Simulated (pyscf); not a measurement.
Single points on ωB97X-D3(BJ)/def2-SVP structures (PySCF, gas phase).

### Question
For the elementary gas-phase step H₃C–Ga(CH₃)–NH• + H₂ → H₃C–Ga(CH₃)–NH₂ + H• (doublet surface; H–H broken, H–N formed), what barrier and reaction energy does ωB97M-D3(BJ)/def2-TZVP give, measured from the separated reactants?

### Answer
ΔE‡ = 6.4 kcal/mol, ΔE = -10.8 kcal/mol. Zero-point energy shifts the barrier by +1.4 kcal/mol. It is a hydrogen abstraction, with an imaginary mode of 1055i cm⁻¹. This is the saddle that the search found; another between the same sides may lie lower. The angle at the transferred H is 157°. Elements up to Kr have no core potential and no relativistic terms here.
